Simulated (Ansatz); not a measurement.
Reaction (SMILES): O=C (CH2-O) + 2 [H][H] (H2) → C (CH4) + O (H2O)
B3LYP-D3(BJ)/def2-TZVP geometries, fixed; electronic energies without zero-point terms.

Basis-set convergence of the energy of full hydrogenation at B3LYP with Ansatz (a program for electronic structure). All functions are spherical. The program fits the integrals of some runs and decomposes those of others, by size. No added dispersion term, no relativity. Functions are those of the species that has most. Reference: the value in aug-pcseg-3, -57.84 kcal/mol, itself unsure by roughly 0.02 kcal/mol (its mean distance from aug-cc-pVQZ, def2-QZVPPD, pcseg-3). Deviations are taken from unrounded values.

```tsv
basis	functions
def2-SV(P)	32
def2-SVP	38
def2-SVPD	59
def2-TZVP	74
def2-TZVPP	90
def2-TZVPD	95
def2-TZVPPD	111
def2-QZVPP	177
def2-QZVPPD	195
```

Problem. Which is the smallest def2 set listed that can be trusted to 4 kcal/mol here, that is, within that of the reference together with its larger relatives (same family, alike in diffuse functions; a set with none to test it counts only in the reference's own line)?

Solution. The smallest set listed that lies within 4 kcal/mol of the reference with all its larger relatives (same family, alike in diffuse functions; a set with none counts only in the reference's own line) is def2-SVPD (59 functions, -3.04 kcal/mol off). Value minus reference: def2-SV(P) 17.79, def2-SVP 5.60, def2-SVPD -3.04, def2-TZVP 3.27, def2-TZVPP 0.90, def2-TZVPD 1.42, def2-TZVPPD -0.28, def2-QZVPP 0.39, def2-QZVPPD -0.01 kcal/mol.
